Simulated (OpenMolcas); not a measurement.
# SiH4 (silane): a chain of runs

Aim: the energy (UHF/STO-3G), then the energy (CASSCF(2,2)/STO-3G), then the energy (CASPT2(2,2)/STO-3G), then a single-point energy (SC-NEVPT2(2,2)/STO-3G), then the energy (MRCI(2,2)/STO-3G) of SiH4 (silane). 

The results are computed with OpenMolcas 26.06.

## Step 1: The molecule

SiH4: 5 atoms, total charge 0, spin state singlet. SMILES: `[SiH4]`. The Si1–H3 distance was set to 2.598 Å, away from the relaxed value. At this shape a bond of the SMILES string is far longer than usual.

Bond lengths: Si1–H2 1.485 Å, Si1–H4 1.485 Å, Si1–H5 1.485 Å. Angles: H2–Si1–H4 109.5°, H2–Si1–H5 109.5°, H4–Si1–H5 109.5°.

## Step 2: The energy at UHF/STO-3G (run 1)

Input file step1.input:

```
>>> EXPORT MOLCAS_PRINT=2
&GATEWAY
BasLib=$CurrDir
Coord
5
angstrom
Si       0.998291      -0.033676      -0.492195
H        1.965891      -0.722076       0.398805
H       -1.331000       0.044900       0.656000
H        0.893191      -0.773976      -1.774695
H        1.466791       1.350124      -0.756295
Basis=STO-3G
Group=NoSym
&SEWARD
&SCF
UHF
Scramble=0.25
PrOrbitals=1 1
```

The basis set STO-3G is read from a file made from the Basis Set Exchange's data (not shown).

On the command line:

```console
$ export MOLCAS_MEM=1860
$ pymolcas step1.input > step1.log
```

Output:

```text
--- Start Module: gateway ---
[...]
--- Stop Module: gateway /rc=_RC_ALL_IS_WELL_ ---
--- Start Module: seward ---
[...]
      Basis functions           13
--- Stop Module: seward /rc=_RC_ALL_IS_WELL_ ---
--- Start Module: scf ---
[...]
       Convergence after  17 Iterations
[...]
::    Total SCF energy                               -287.7504281935
[...]
      Total spin, S                                     0.5574705333
[...]
      Total electronic charge=   18.000000
      Total            charge=   -0.000000
[...]
      Dipole Moment (debye):
      Origin of the operator (angstrom)=    0.9669   -0.0326   -0.4767
                   X= -3.8815E-01               Y=  1.3064E-02               Z=  1.9090E-01           Total=  4.3275E-01
      Quadrupole Moment (debye*angstrom):
[...]
--- Stop Module: scf /rc=_RC_ALL_IS_WELL_ ---
[...]
```

It took 1.8 s on 1 thread of Arm Neoverse V1, shared host; peak memory 0.37 GiB.

## Step 3: A single-point energy at CASSCF(2,2)/STO-3G (run 2)

Input file step2.input:

```
&GATEWAY
  BASLIB = $CurrDir
  COORD
  5
  angstrom
  Si       0.998291      -0.033676      -0.492195
  H        1.965891      -0.722076       0.398805
  H       -1.331000       0.044900       0.656000
  H        0.893191      -0.773976      -1.774695
  H        1.466791       1.350124      -0.756295
  BASIS = STO-3G
  GROUP = NoSym

&SEWARD

&RASSCF
  FILEORB = $CurrDir/step1.UnaOrb
  SPIN = 1
  NACTEL = 2 0 0
  INACTIVE = 8
  RAS2 = 2
  ORBLISTING = Nothing
```

The basis set STO-3G is read from a file made from the Basis Set Exchange's data (not shown).

On the command line:

```console
$ export MOLCAS_MEM=1860
$ pymolcas step2.input > step2.log
```

Output:

```text
--- Start Module: gateway ---
[...]
--- Stop Module: gateway /rc=_RC_ALL_IS_WELL_ ---
--- Start Module: seward ---
[...]
      Basis functions           13
--- Stop Module: seward /rc=_RC_ALL_IS_WELL_ ---
--- Start Module: rasscf ---
[...]
      Number of active orbitals                  2
[...]
      Spin quantum number                      0.0
[...]
      Active orbitals                            2
[...]
      Number of CSFs                             3
[...]
      Number of root(s) required                 1
[...]
      Convergence after  6 iterations
[...]
      printout of CI-coefficients larger than  0.05 for root  1
      energy=    -287.769375
      conf/sym  11     Coeff  Weight
             1  20  -0.89290 0.79726
             3  02   0.45026 0.20274
      Natural orbitals and occupation numbers for root  1
      sym 1:   1.594523   0.405477
      ************************************************************************************************************************
      *                                                    Final results                                                     *
[...]
::    RASSCF root number  1 Total energy:   -287.76937453
[...]
      Total electronic charge=   18.000000
      Total            charge=   -0.000000
[...]
      Dipole Moment (debye):
      Origin of the operator (angstrom)=    0.9669   -0.0326   -0.4767
                   X= -2.2477E-01               Y=  7.5615E-03               Z=  1.1034E-01           Total=  2.5051E-01
      Quadrupole Moment (debye*angstrom):
[...]
--- Stop Module: rasscf /rc=_RC_ALL_IS_WELL_ ---
[...]
```

Run time: 1.6 s. Hardware: 1 thread of Arm Neoverse V1, shared host; peak memory 0.37 GiB.

## Step 4: A single-point energy at CASPT2(2,2)/STO-3G (run 3)

Input file step3.input:

```
>>> EXPORT MOLCAS_PRINT=2
&GATEWAY
BasLib=$CurrDir
Coord
5
angstrom
Si       0.998291      -0.033676      -0.492195
H        1.965891      -0.722076       0.398805
H       -1.331000       0.044900       0.656000
H        0.893191      -0.773976      -1.774695
H        1.466791       1.350124      -0.756295
Basis=STO-3G
Group=NoSym
&SEWARD
&RASSCF
FileOrb=$CurrDir/step2.RasOrb
Spin=1
Nactel=2 0 0
Inactive=8
Ras2=2
OrbListing=Nothing
&CASPT2
Imaginary=0.1
Frozen=5
```

The basis set STO-3G is read from a file made from the Basis Set Exchange's data (not shown).

On the command line:

```console
$ export MOLCAS_MEM=1860
$ pymolcas step3.input > step3.log
```

Output:

```text
--- Start Module: gateway ---
[...]
--- Stop Module: gateway /rc=_RC_ALL_IS_WELL_ ---
[...]
      Basis functions           13
[...]
--- Start Module: rasscf ---
[...]
      Number of active orbitals                  2
[...]
      Spin quantum number                      0.0
[...]
      Active orbitals                            2
[...]
      Number of CSFs                             3
[...]
      Number of root(s) required                 1
[...]
      Convergence after  4 iterations
[...]
      printout of CI-coefficients larger than  0.05 for root  1
      energy=    -287.769375
      conf/sym  11     Coeff  Weight
             1  20  -0.89290 0.79726
             3  02   0.45026 0.20274
      Natural orbitals and occupation numbers for root  1
      sym 1:   1.594523   0.405477
      ************************************************************************************************************************
      *                                                    Final results                                                     *
[...]
::    RASSCF root number  1 Total energy:   -287.76937453
[...]
      Total electronic charge=   18.000000
      Total            charge=   -0.000000
[...]
      Dipole Moment (debye):
      Origin of the operator (angstrom)=    0.9669   -0.0326   -0.4767
                   X= -2.2477E-01               Y=  7.5615E-03               Z=  1.1034E-01           Total=  2.5051E-01
      Quadrupole Moment (debye*angstrom):
[...]
--- Stop Module: rasscf /rc=_RC_ALL_IS_WELL_ ---
--- Start Module: caspt2 ---
[...]
      E2 (Variational):          -0.0362782350
      Total energy:            -287.8056527693
[...]
      Reference weight:           0.98163
[...]
::    CASPT2 Root  1     Total energy:   -287.80565277
[...]
--- Stop Module: caspt2 /rc=_RC_ALL_IS_WELL_ ---
[...]
```

Run time: 1.6 s. Hardware: 1 thread of Arm Neoverse V1, shared host; peak memory 0.37 GiB.

## Step 5: A single-point energy at SC-NEVPT2(2,2)/STO-3G (run 4)

Input file step4.input:

```
&GATEWAY
BasLib=$CurrDir
Coord
5
angstrom
Si       0.998291      -0.033676      -0.492195
H        1.965891      -0.722076       0.398805
H       -1.331000       0.044900       0.656000
H        0.893191      -0.773976      -1.774695
H        1.466791       1.350124      -0.756295
Basis=STO-3G
Group=NoSym
&SEWARD
&RASSCF
FileOrb=$CurrDir/step2.RasOrb
Spin=1
Nactel=2 0 0
Inactive=8
Ras2=2
OrbListing=Nothing
&CASPT2
SC-NEVPT2
Frozen=5
```

The basis set STO-3G is read from a file made from the Basis Set Exchange's data (not shown).

On the command line:

```console
$ export MOLCAS_MEM=1860
$ pymolcas step4.input > step4.log
```

Output:

```text
--- Start Module: gateway ---
[...]
--- Stop Module: gateway /rc=_RC_ALL_IS_WELL_ ---
[...]
      Basis functions           13
[...]
--- Start Module: rasscf ---
[...]
      Number of active orbitals                  2
[...]
      Spin quantum number                      0.0
[...]
      Active orbitals                            2
[...]
      Number of CSFs                             3
[...]
      Number of root(s) required                 1
[...]
      Convergence after  4 iterations
[...]
      printout of CI-coefficients larger than  0.05 for root  1
      energy=    -287.769375
      conf/sym  11     Coeff  Weight
             1  20  -0.89290 0.79726
             3  02   0.45026 0.20274
      Natural orbitals and occupation numbers for root  1
      sym 1:   1.594523   0.405477
      ************************************************************************************************************************
      *                                                    Final results                                                     *
[...]
::    RASSCF root number  1 Total energy:   -287.76937453
[...]
      Total electronic charge=   18.000000
      Total            charge=   -0.000000
[...]
      Dipole Moment (debye):
      Origin of the operator (angstrom)=    0.9669   -0.0326   -0.4767
                   X= -2.2477E-01               Y=  7.5615E-03               Z=  1.1034E-01           Total=  2.5051E-01
      Quadrupole Moment (debye*angstrom):
[...]
--- Stop Module: rasscf /rc=_RC_ALL_IS_WELL_ ---
--- Start Module: caspt2 ---
[...]
      E2 (Variational):          -0.0357107537
[...]
      E2 (Variational):          -0.0356943958
      Total energy:            -287.8050689301
[...]
      Reference weight:           0.98220
[...]
::    SC-NEVPT2 Root  1     Total energy:   -287.80506893
[...]
--- Stop Module: caspt2 /rc=_RC_ALL_IS_WELL_ ---
[...]
```

Wall time 1.6 s (1 thread of Arm Neoverse V1, shared host); peak memory 0.37 GiB.

## Step 6: A single-point energy at MRCI(2,2)/STO-3G (run 5)

Input file step5.input:

```
&gateway
baslib=$CurrDir
coord
5
angstrom
Si       0.998291      -0.033676      -0.492195
H        1.965891      -0.722076       0.398805
H       -1.331000       0.044900       0.656000
H        0.893191      -0.773976      -1.774695
H        1.466791       1.350124      -0.756295
basis=STO-3G
group=NoSym
&seward
&rasscf
fileorb=$CurrDir/step2.RasOrb
spin=1
nactel=2 0 0
inactive=8
ras2=2
orblisting=Nothing
&motra
lumorb
frozen=5
&guga
electrons=8
spin=1
inactive=3
active=2
ciall=1
&mrci
sdci
```

The basis set STO-3G is read from a file made from the Basis Set Exchange's data (not shown).

On the command line:

```console
$ export MOLCAS_MEM=1860
$ pymolcas step5.input > step5.log
```

Output:

```text
--- Start Module: gateway ---
[...]
--- Stop Module: gateway /rc=_RC_ALL_IS_WELL_ ---
[...]
      Basis functions           13
[...]
      Number of active orbitals                  2
[...]
      Spin quantum number                      0.0
[...]
      Active orbitals                            2
[...]
      Number of CSFs                             3
[...]
      Number of root(s) required                 1
[...]
      Convergence after  4 iterations
[...]
      printout of CI-coefficients larger than  0.05 for root  1
      energy=    -287.769375
      conf/sym  11     Coeff  Weight
             1  20  -0.89290 0.79726
             3  02   0.45026 0.20274
      Natural orbitals and occupation numbers for root  1
      sym 1:   1.594523   0.405477
      ************************************************************************************************************************
      *                                                    Final results                                                     *
[...]
::    RASSCF root number  1 Total energy:   -287.76937453
[...]
      Dipole Moment (debye):
      Origin of the operator (angstrom)=    0.9669   -0.0326   -0.4767
                   X= -2.2477E-01               Y=  7.5615E-03               Z=  1.1034E-01           Total=  2.5051E-01
      Quadrupole Moment (debye*angstrom):
[...]
--- Start Module: guga ---
[...]
--- Stop Module: guga /rc=_RC_ALL_IS_WELL_ ---
[...]
       (But an ACPF correction will be computed)
       USE THE DEFAULT ACPF G-VALUE GFAC=  0.25000000000000000
[...]
                      CI ENERGY:  -287.82321850
[...]
                ACPF CORRECTION:    -0.00169950
[...]
      Total electronic charge=   18.000000
      Total            charge=   -0.000000
[...]
     ACPF CORRECTION:     -0.00169950
[...]
  CI State   1     Total energy:   -287.82321850     QDav:     -0.00229009     QACPF:     -0.00169950
[...]
```

Wall time 1.7 s (1 thread of Arm Neoverse V1, shared host); peak memory 0.37 GiB.

## Step 7: What came out

| quantity | value |
| --- | --- |
| run 1, UHF/STO-3G: total energy | -287.75043 Eh |
| run 1, UHF/STO-3G: dipole moment | 0.43 D |
| run 1, UHF/STO-3G: HOMO energy | -6.97 eV |
| run 1, UHF/STO-3G: LUMO energy | 6.49 eV |
| run 1, UHF/STO-3G: HOMO–LUMO gap | 13.46 eV |
| run 1, UHF/STO-3G: ⟨S²⟩ | 0.868 |
| run 2, CASSCF(2,2)/STO-3G: total energy | -287.76937 Eh |
| run 2, CASSCF(2,2)/STO-3G: dipole moment (CASSCF density) | 0.25 D |
| run 3, CASPT2(2,2)/STO-3G: total energy | -287.80565 Eh |
| run 3, CASPT2(2,2)/STO-3G: dipole moment (CASSCF density) | 0.25 D |
| run 4, SC-NEVPT2(2,2)/STO-3G: total energy | -287.80507 Eh |
| run 4, SC-NEVPT2(2,2)/STO-3G: dipole moment (CASSCF density) | 0.25 D |
| run 5, MRCI(2,2)/STO-3G: total energy | -287.82322 Eh |
| run 5, MRCI(2,2)/STO-3G: dipole moment (CASSCF density) | 0.25 D |

⟨S²⟩ (run 1, UHF/STO-3G) is 0.87 where a pure singlet has 0.00: the reference is spin-contaminated. Mulliken charges (run 1, UHF/STO-3G) run from -0.16 on H2 to +0.51 on Si1; they depend strongly on the basis. Mulliken charges (run 2, CASSCF(2,2)/STO-3G) run from -0.16 on H2 to +0.52 on Si1. Mulliken charges (run 3, CASPT2(2,2)/STO-3G) of the CASSCF density run from -0.16 on H2 to +0.52 on Si1; they depend strongly on the basis. Mulliken charges (run 4, SC-NEVPT2(2,2)/STO-3G) of the CASSCF density run from -0.16 on H2 to +0.52 on Si1; they depend strongly on the basis. Mulliken charges (run 5, MRCI(2,2)/STO-3G) of the CASSCF density run from -0.16 on H2 to +0.52 on Si1.
